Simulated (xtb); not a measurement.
Species: HO, SMILES `[OH]` (charge 0, multiplicity 2).

Q: Give a relaxed geometry from GFN2-xTB (xtb).

A: the end point of this relaxation (outside a Z-matrix the atoms follow the SMILES, hydrogens last).
Z-matrix (Å, degrees):
```
O
H 1 0.9639
```
